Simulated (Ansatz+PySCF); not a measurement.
The numbers below are computed, except where a source is named.
A run of Ansatz (development build ahead of 0.2.0) on singlet C₂H₆ in separate pieces at this shape:

```yaml
atoms:
  - { symbol: C, position_ang: [0.0000, 0.0000, 0.0000] }
  - { symbol: H, position_ang: [1.0903, 0.0000, 0.0000] }
  - { symbol: H, position_ang: [-0.5452, 0.9443, 0.0000] }
  - { symbol: H, position_ang: [-0.5452, -0.9443, 0.0000] }
  - { symbol: C, position_ang: [30.0000, 0.0000, 0.0000] }
  - { symbol: H, position_ang: [29.8967, -0.9660, -0.4950] }
  - { symbol: H, position_ang: [30.2784, 0.8817, -0.5779] }
  - { symbol: H, position_ang: [29.8250, 0.0843, 1.0729] }
```

Its results:

```
Converged                       : yes
Total energy                    : -78.15267 hartree
Spin squared of the determinant : 1.032
Stability test                  : minimum
```

Problem. Which input gives this output? Name the method, the orbitals and the basis set, and write the input.

Solution. UHF in STO-3G.

```yaml
crystal:
  periodic: [false, false, false]
  atoms:
    - { symbol: C, position_ang: [0.0, 0.0, 0.0] }
    - { symbol: H, position_ang: [1.09034, 0.0, 0.0] }
    - { symbol: H, position_ang: [-0.54517, 0.94427, 0.0] }
    - { symbol: H, position_ang: [-0.54517, -0.94427, 0.0] }
    - { symbol: C, position_ang: [30.0, 0.0, 0.0] }
    - { symbol: H, position_ang: [29.89667, -0.96601, -0.49497] }
    - { symbol: H, position_ang: [30.27838, 0.88168, -0.57792] }
    - { symbol: H, position_ang: [29.82495, 0.08433, 1.07289] }
basis:
  gaussian: { orbitals: STO-3G }
magnetization:
  spin_polarized: true
hamiltonian:
  xc: hf
```

Caution: the unrestricted determinant is a mixture of spin states.
